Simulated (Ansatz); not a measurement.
# CH₃BCl− (SMILES B[CH-]Cl): one structure at several levels

The task here is to estimate one member of a computed series from the others.

The runs use Ansatz 0.2.0, Gaussian basis; single points in def2-TZVPPD.

Cores are frozen in the correlated methods.

### Starting geometry

SMILES `B[CH-]Cl`, 6 atoms, charge -1, spin multiplicity 1.

Atoms are counted from 1 here; the program's logs count them from 0.

Bond lengths: B1–C2 1.445 Å, B1–H4 1.229 Å, B1–H5 1.193 Å, C2–Cl3 1.845 Å, C2–H6 1.143 Å. Angles: C2–B1–H4 123.7°, C2–B1–H5 118.2°, H4–B1–H5 118.1°, B1–C2–Cl3 124.5°, B1–C2–H6 131.5°, Cl3–C2–H6 103.9°.

Geometry (Å):

```xyz
6
charge -1, multiplicity 1
B    -0.56810    0.08340   -0.58980
C     0.41570    0.13100    0.46730
Cl    1.24630   -1.34880    1.19020
H    -0.96040   -0.95860   -1.11040
H    -1.03490    1.11290   -0.97160
H     0.86020    1.00830    1.05070
```

The first run:

run/in.yaml

```yaml
crystal:
  periodic: [false, false, false]
  atoms:
    - {symbol: B, position_ang: [-0.568100, 0.083400, -0.589800]}
    - {symbol: C, position_ang: [0.415700, 0.131000, 0.467300]}
    - {symbol: Cl, position_ang: [1.246300, -1.348800, 1.190200]}
    - {symbol: H, position_ang: [-0.960400, -0.958600, -1.110400]}
    - {symbol: H, position_ang: [-1.034900, 1.112900, -0.971600]}
    - {symbol: H, position_ang: [0.860200, 1.008300, 1.050700]}
basis:
  gaussian: {orbitals: "def2-TZVPPD.json"}
total_charge: -1
correlation: {method: ccsd_t}
output: {forces: true}
```

The basis file named in the input lies beside it (Basis Set Exchange, JSON).

The command line of these runs was not kept.

Steps of the session up to this table: CCSD(T)/def2-TZVPPD; PBE0-D4/def2-TZVPPD; wB97M-V/def2-TZVPPD; r2SCAN-D4/def2-TZVPPD; PBE-D4/def2-TZVPPD; wB97X-V/def2-TZVPPD; B97M-V/def2-TZVPPD.

One table of the session follows, with a row left open; its other results are not shown here.

| method | RMS force component (eV/Å) | angle to CCSD(T) forces (°) |
| --- | --- | --- |
| CCSD(T) | 0.653 | reference |
| PBE0-D4 | 0.612 | 15.3 |
| wB97M-V | 0.611 | 16.0 |
| r2SCAN-D4 | ? | ? |
| PBE-D4 | 0.540 | 11.5 |
| wB97X-V | 0.616 | 13.5 |
| B97M-V | 0.625 | 18.8 |

**Question.** Estimate the row for r2SCAN-D4.

**Answer.** RMS force component (eV/Å): 0.590; angle to CCSD(T) forces (°): 14.3. In the column «RMS force component (eV/Å)» it lies between PBE-D4 (0.540) and wB97M-V (0.611).
